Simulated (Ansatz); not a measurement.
Job for Ansatz (a quantum-chemistry and plane-wave program): R-r2SCAN/def2-TZVPP on methanol (SMILES CO), atoms moved off the minimum.

Ansatz 0.2 input:
```yaml
crystal:
  periodic: [false, false, false]
  atoms:
    - {symbol: C, position_ang: [-0.67236106, 0.23087716, 0.22439621]}
    - {symbol: O, position_ang: [0.65329448, -0.21731291, -0.33471050]}
    - {symbol: H, position_ang: [-0.76255418, 0.15600846, 1.11317639]}
    - {symbol: H, position_ang: [-1.44130798, -0.45457667, -0.32779743]}
    - {symbol: H, position_ang: [-0.84010220, 1.14884240, -0.15280971]}
    - {symbol: H, position_ang: [1.40289385, 0.27874398, 0.14248240]}
basis:
  gaussian:
    orbitals: def2-TZVPP
hamiltonian:
  xc: {name: r2SCAN}
scf: {lower_state_search: off}
output: {forces: true}
```

Program output:

```
WARN ansatz: RAYON_NUM_THREADS=1 ignored (pool sized by the plan → 1); use --threads N
Functional definition: r2SCAN
these checks for a lower state are left out or cut short: stability, starts, cluster_reference, orbital_swaps, neighbouring_geometries, increment
integrals: 0.02 GiB planned
567 factors; their error is unknown
mean field: 0.28 GiB planned
mean field evaluation 1: about -3141.1210 eV, gradient 5.4e1 eV
mean field evaluation 2: about -3135.9827 eV, gradient 7.5e1 eV
mean field evaluation 4: about -3147.1122 eV, gradient 4.2e0 eV
mean field evaluation 8: about -3147.1491 eV, gradient 3.0e-2 eV
mean field evaluation 16: about -3147.1375 eV, gradient 3.6e-4 eV
mean field -3147.13747254 eV, -115.6551689095 hartree, gradient 6.5e-6 eV, S^2 0.000000; 0 other end points of the search recorded, 0 dependent functions left out
the calculation of the forces begins
reference -3147.13748096 eV, -115.6551692187 hartree; 9, 9 occupied and 109, 109 virtual orbitals, 567 factors
Total energy: -3147.13748096 eV, -115.6551692187 hartree
Atom 0 at    -0.672361     0.230877     0.224396 Å, force     1.707896    -3.530449   -12.628344 eV/Å
Atom 1 at     0.653294    -0.217313    -0.334711 Å, force     0.340289     1.198920     1.877051 eV/Å
Atom 2 at    -0.762554     0.156008     1.113176 Å, force    -0.794210    -1.068543    11.471156 eV/Å
Atom 3 at    -1.441308    -0.454577    -0.327797 Å, force     1.379835     1.016929     1.148603 eV/Å
Atom 4 at    -0.840102     1.148842    -0.152810 Å, force    -0.676558     3.389665    -0.920426 eV/Å
Atom 5 at     1.402894     0.278744     0.142482 Å, force    -1.957251    -1.006522    -0.948040 eV/Å
Dipole moment:    -0.077729     0.264783     0.280509 e Å
Checks for a lower state left out: stability, starts, cluster_reference, orbital_swaps, neighbouring_geometries, increment
```

The calculation finished and met its thresholds.

Cost: roughly 1.2 core-seconds.
